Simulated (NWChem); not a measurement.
Species: S anion, doublet

Program: NWChem. Pople sets run with spherical d functions. Spin-unrestricted. The open p shell is one determinant without spherical averaging. No stability test was run on the SCF state. The highest occupied level is positive in some or all of these runs, so the extra electron may be held by the finite basis. Total energies of different functionals are on different scales.

```csv
level,energy (Ha),highest occupied level (eV),"lowest empty minus highest occupied level, either spin (eV)",<S²>
B3LYP/6-31+G*,-398.1845,0.33,1.93,0.753
PBE/6-31+G*,-397.9884,1.20,0.25,0.753
PW6B95/6-31+G*,-398.4836,0.15,2.42,0.753
PBE0/6-31+G*,-398.0221,0.18,2.51,0.753
BLYP/6-31+G*,-398.1635,1.27,0.15,0.753
BHandHLYP/6-31+G*,-398.1659,-0.78,4.49,0.754
KT2/6-31+G*,-401.2650,1.26,0.21,0.754
"LC-wPBE (HJS exchange hole, range parameter 0.4 per bohr)/6-31+G*",-398.0239,-2.39,7.53,0.753
```
